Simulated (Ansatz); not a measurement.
Question: Name a neutral molecule of C, O and H with size of the dipole moment (B3LYP/def2-TZVPP) between 1.20 and 1.50 D and LUMO energy (B3LYP/def2-TZVPP) between 0.50 and 0.80 eV (Ansatz, PBE0-D4/def2-TZVP geometry).

Answer: `CCC(C)(O)CC` (1.42 D, 0.58 eV); `OC1CCC1` (1.47 D, 0.71 eV); `C1=COCCC1` (1.32 D, 0.59 eV); `CC(C)CCO` (1.47 D, 0.57 eV); `CCCCC(C)O` (1.50 D, 0.64 eV); `CCCC(O)CC` (1.45 D, 0.61 eV). Other molecules can fit too; these were computed, each in one conformer that needn't be the lowest.

B3LYP here is the variant with VWN-RPA as its local correlation; programs differ in this.
